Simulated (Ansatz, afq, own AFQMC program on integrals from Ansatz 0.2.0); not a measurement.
GaSiH2, quartet: AFQMC among the cluster methods

```csv
atom,x (Å),y (Å),z (Å)
Si,0.0000,0.0000,1.9401
Ga,0.0000,0.0000,-0.7386
H,0.0000,-1.5771,-1.4852
H,0.0000,1.5771,-1.4852
```

Connectivity, by distances: Si–GaH2.

Basis cc-pVDZ. Only valence electrons are correlated. Integrals, coupled cluster, full CI and functionals: Ansatz 0.2.0; the random walks run on the same integrals in our own AFQMC program. The CISD trial takes its coefficients from CCSD amplitudes. Released means that phaseless walkers are propagated on without the constraint, phases kept. Free AFQMC starts from the CCSD state and is never constrained. Its projection time is finite, and what remains of the start isn't in its error. Uncertainties: one standard error, sampling alone. No spin–orbit coupling.

Determinant: UHF, the one that the program's search chose, which needn't be the lowest solution. The geometry is a point of a scan.

No full CI on the walks' own integrals is used here; CCSDT(Q) serves as the reference and is uncertain by about the last step of the cluster series.

Cautions: no relativity below Rb; no spin-orbit coupling; inner d shell frozen; lower spins were not checked.

```
T1 diagnostic                               : 0.0297
weight of the determinant in the CISD state : 0.867
⟨S²⟩ of the determinant                     : 3.761
size of the correlated space                : 9 electrons in 36 orbitals
```

```csv
level,correlation energy (eV)
MP2,-3.1607
CCSD,-4.1422
CCSD(T),-4.2677
```

Q: Estimate where free-projection AFQMC lies against CCSD(T) on the same integrals.

A: 54.8 ± 12.4 meV below CCSD(T).

Reference: CCSDT(Q), correlation energy -4.317 eV. The released energy is read at 2.40 1/Eh (meV from the phaseless value at times in 1/Eh: -6 ± 10 at 0.24, -12 ± 10 at 0.51, -21 ± 9 at 0.99, -14 ± 11 at 1.62, -8 ± 11 at 2.40).

| level | E − E(reference) (meV) | share of correlation (%) |
| --- | --- | --- |
| CCSD(T) | 49.2 | 98.86 |
| CCSDT | 8.1 | 99.81 |
| ph-AFQMC/CISD | 19.8 ± 12.3 | 99.54 |
| released AFQMC | 11.4 ± 10.6 | 99.74 |
| free AFQMC | -5.6 ± 12.4 | 100.13 |

Free projections are given only where their last times agree within the noise and don't stop above the reference; a slow remainder of the start can still hide under it. A walk keeps the symmetry of its determinant, which the program's search chose and which needn't be the lowest solution, so a lower state of the same spin and another symmetry isn't excluded. Released energies are given only where the last usable release times agree within the noise; a slower fall can still hide under it.
